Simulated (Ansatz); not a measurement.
The inner images of a band of CH$_{3}$AlN (6 atoms, charge 1, multiplicity 1) are given out of order.

All numbers below come from RKS PBE0/def2-mTZVP (Ansatz).

First end point:

```xyz
6
Properties=species:S:1:pos:R:3
C -0.632 -0.609 -0.236
N 0.388 0.057 -0.687
Al 0.121 0.514 1.084
H -1.223 -1.317 -0.816
H 0.755 -0.006 -1.641
H 0.590 1.362 2.295
```

Last end point:

```xyz
6
Properties=species:S:1:pos:R:3
C -0.426 -0.323 0.071
N 0.580 0.329 -0.387
Al -1.320 -0.257 2.167
H -0.865 -0.975 -0.692
H 0.922 0.244 -1.345
H 1.109 0.983 0.186
```

Question: Put them in order from the first end to the last, with their energies above the first end.
A.
```xyz
6
Properties=species:S:1:pos:R:3
C -0.576 -0.503 -0.077
N 0.440 0.239 -0.322
Al -0.602 0.235 1.907
H -1.029 -1.161 -0.826
H 0.956 0.326 -1.205
H 0.810 0.865 0.522
```
B.
```xyz
6
Properties=species:S:1:pos:R:3
C -0.672 -0.647 -0.248
N 0.347 0.077 -0.547
Al -0.111 0.381 1.234
H -1.213 -1.337 -0.890
H 0.830 0.129 -1.446
H 0.820 1.398 1.897
```
C.
```xyz
6
Properties=species:S:1:pos:R:3
C -0.635 -0.603 -0.213
N 0.356 0.111 -0.475
Al -0.306 0.306 1.459
H -1.201 -1.300 -0.823
H 0.886 0.215 -1.343
H 0.900 1.273 1.395
```
D.
```xyz
6
Properties=species:S:1:pos:R:3
C -0.514 -0.428 -0.015
N 0.503 0.280 -0.350
Al -0.969 0.011 2.114
H -0.911 -1.060 -0.816
H 0.948 0.295 -1.266
H 0.942 0.902 0.333
```
E.
```xyz
6
Properties=species:S:1:pos:R:3
C -0.598 -0.546 -0.142
N 0.380 0.150 -0.424
Al -0.416 0.309 1.703
H -1.154 -1.241 -0.767
H 0.935 0.282 -1.272
H 0.852 1.045 0.902
```

Answer: B (+0.31 eV), C (+1.10 eV), E (+1.57 eV), A (+0.51 eV), D (-0.09 eV).

Time of the run: 2.3 min on 1 thread of Intel(R) Xeon(R) Platinum 8259CL CPU @ 2.50GHz (Skylake/Cascade Lake) (shared host), peak memory 0.14 GiB.
